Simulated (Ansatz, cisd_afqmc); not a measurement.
Species: CHN, charge 0, singlet. CHN (formonitrile, SMILES C#N).
NHTBH set geometry:
```xyz
3

C      0.0000     0.0000     0.5004
N      0.0000     0.0000    -0.6526
H      0.0000     0.0000     1.5663
```

Total energies in aug-cc-pVTZ, 10 correlated electrons, 2 frozen orbitals. UHF or UKS for unpaired electrons; spin-orbit terms are left out. Correlated methods leave the cores frozen. No relativity. The Monte Carlo rows (phaseless AFQMC, CISD trial, step 0.005/hartree) carry one-sigma bars that omit the constraint's bias. Outlying blocks are dropped, and bars are widened where a walk drifts. Over all cases where full CI ran beside it in this data, AFQMC minus full CI had a median of +0.1 mEh and passed +0.4 mEh in a tenth of the cases.

| method | program | energy (Eh) | minus CCSDT(Q) (mEh) |
|---|---|---|---|
| HF | Ansatz | -92.90913 | 373.38 |
| MP2 | Ansatz | -93.25935 | 23.15 |
| CCSD | Ansatz | -93.26262 | 19.89 |
| CCSD(T) | Ansatz | -93.28106 | 1.45 |
| CCSDT(Q) | Ansatz | -93.28251 | 0.00 |
| AFQMC/CISD | cisd_afqmc | -93.2818 ± 0.0003 | 0.7 ± 0.3 |

Rough core times of Ansatz's runs on a shared machine: CCSD(T) under 20 s, CCSDT(Q) 4 min.

Ansatz is an electronic-structure program.
